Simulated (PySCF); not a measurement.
Molecule: `C(OC)C(C)C`, C5H12O.

Molfile (atoms numbered from 1):
```
C5H12O
     RDKit          3D

 18 17  0  0  0  0  0  0  0  0999 V2000
    2.5185   -0.1796   -1.1526 C   0  0  0  0  0  0  0  0  0  0  0  0
    1.5715    0.1323   -0.1833 O   0  0  0  0  0  0  0  0  0  0  0  0
    0.3259   -0.4577   -0.4088 C   0  0  0  0  0  0  0  0  0  0  0  0
   -0.6431   -0.0532    0.6895 C   0  0  0  0  0  0  0  0  0  0  0  0
   -0.7974    1.4605    0.7564 C   0  0  0  0  0  0  0  0  0  0  0  0
   -1.9808   -0.7557    0.4990 C   0  0  0  0  0  0  0  0  0  0  0  0
    2.2055    0.1522   -2.1633 H   0  0  0  0  0  0  0  0  0  0  0  0
    2.7195   -1.2690   -1.2039 H   0  0  0  0  0  0  0  0  0  0  0  0
    3.4549    0.3341   -0.8928 H   0  0  0  0  0  0  0  0  0  0  0  0
   -0.0787   -0.1465   -1.3981 H   0  0  0  0  0  0  0  0  0  0  0  0
    0.4207   -1.5644   -0.4404 H   0  0  0  0  0  0  0  0  0  0  0  0
   -0.1976   -0.3965    1.6408 H   0  0  0  0  0  0  0  0  0  0  0  0
   -1.2549    1.8478   -0.1699 H   0  0  0  0  0  0  0  0  0  0  0  0
    0.1814    1.9448    0.8778 H   0  0  0  0  0  0  0  0  0  0  0  0
   -1.4421    1.7581    1.5978 H   0  0  0  0  0  0  0  0  0  0  0  0
   -1.8678   -1.8511    0.4714 H   0  0  0  0  0  0  0  0  0  0  0  0
   -2.6749   -0.5119    1.3175 H   0  0  0  0  0  0  0  0  0  0  0  0
   -2.4608   -0.4440   -0.4438 H   0  0  0  0  0  0  0  0  0  0  0  0
  1  2  1  0
  2  3  1  0
  3  4  1  0
  4  5  1  0
  4  6  1  0
  1  7  1  0
  1  8  1  0
  1  9  1  0
  3 10  1  0
  3 11  1  0
  4 12  1  0
  5 13  1  0
  5 14  1  0
  5 15  1  0
  6 16  1  0
  6 17  1  0
  6 18  1  0
M  END
```

Geometry PBE0-D3(BJ)/def2-SVP throughout; GIAO in PySCF 2.14, gas phase, one conformer, non-relativistic; equivalent atoms averaged; functional PBE0.

Q: How do the shifts δ (against TMS, H2O at the same level) depend on the basis set? (ppm; last column core-seconds on shared hosts with different chips, so compare them loosely)

A: 
```csv
basis set,functions,C3,C1,C4,C5/C6,O2,H7/H8/H9,H10/H11,H12,H13/H14/H15/H16/H17/H18,core-s
STO-3G,42,60.4,49.5,29.1,22.2,-33.8,1.72,1.36,1.22,0.77,4
6-31G,78,77.0,56.5,29.5,20.8,8.6,3.44,3.06,2.13,1.10,7.7
pcSseg-0,78,83.9,63.0,29.6,22.6,12.8,3.54,2.83,1.78,1.02,7.1
6-31G*,108,75.4,56.3,28.5,19.7,7.8,3.25,2.99,1.96,0.91,10
def2-SVP,144,77.1,56.3,28.7,19.9,24.1,3.11,2.71,1.59,0.77,14
cc-pVDZ,144,78.6,56.7,32.5,20.7,28.0,3.17,2.79,1.63,0.81,15
pcSseg-1,162,81.2,59.4,30.9,20.5,25.2,3.30,2.77,1.59,0.86,22
"6-311+G(2d,p)",234,80.0,58.0,31.7,19.5,21.7,3.29,2.92,1.78,0.84,30
aug-cc-pVDZ,246,77.8,55.8,33.0,19.5,22.5,3.39,2.98,1.82,0.94,36
def2-TZVP,258,82.0,59.1,32.4,20.3,25.6,3.27,2.91,1.80,0.86,36
IGLO-III,330,83.4,60.2,32.9,20.6,22.5,3.31,2.93,1.80,0.87,56
```

Q: Which nucleus moves most, in ppm?

A: O2 (ether oxygen): from -33.8 ppm with STO-3G to 28.0 ppm with cc-pVDZ. The smallest spread is 0.33 ppm, at H13/H14/H15/H16/H17/H18. Proton shifts span only some 12 ppm, so a few tenths of a ppm matter as much there as several ppm in carbon.

Q: Taking the largest basis, IGLO-III (330 functions), as the yardstick, rank the others by their worst heavy-atom deviation.

A: pcSseg-1 2.7 ppm (162 functions), def2-TZVP 3.1 ppm (258 functions), 6-311+G(2d,p) 3.4 ppm (234 functions), cc-pVDZ 5.5 ppm (144 functions), aug-cc-pVDZ 5.6 ppm (246 functions), def2-SVP 6.2 ppm (144 functions), pcSseg-0 9.7 ppm (78 functions), 6-31G 13.9 ppm (78 functions), 6-31G* 14.7 ppm (108 functions), STO-3G 56.3 ppm (42 functions).

A small basis that lands close on one nucleus may do so by chance; judge by the trend and by all nuclei.
